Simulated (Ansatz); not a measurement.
## How the TA phonon frequency at X of rock-salt BaO moves with the method

No measured value is used here.

```json
[
 {"level (code)": "LDA (Ansatz)", "value (cm⁻¹)": "(withheld)", "cell (Å³/atom)": "20.06"},
 {"level (code)": "PBE (Ansatz)", "value (cm⁻¹)": "80", "cell (Å³/atom)": "21.65"},
 {"level (code)": "B3LYP (VWN-RPA form) (Ansatz)", "value (cm⁻¹)": "84", "cell (Å³/atom)": "21.95"},
 {"level (code)": "HSE06 (Ansatz)", "value (cm⁻¹)": "83", "cell (Å³/atom)": "21.16"},
 {"level (code)": "LC-ωPBE (Ansatz)", "value (cm⁻¹)": "84", "cell (Å³/atom)": "21.10"},
 {"level (code)": "PBE0 (Ansatz)", "value (cm⁻¹)": "83", "cell (Å³/atom)": "21.15"},
 {"level (code)": "Hartree–Fock (Ansatz)", "value (cm⁻¹)": "(withheld)", "cell (Å³/atom)": "22.38"}
]
```

**Question.** Complete the blanks.

**Answer.** 
- LDA (Ansatz, a program for electronic structure), value (cm⁻¹): 72
- Hartree–Fock (Ansatz), value (cm⁻¹): 87

Each level is taken at its own relaxed cell. Ansatz's density-functional and Hartree–Fock values are scalar-relativistic unless marked +SOC, with PAW data made under PBE.
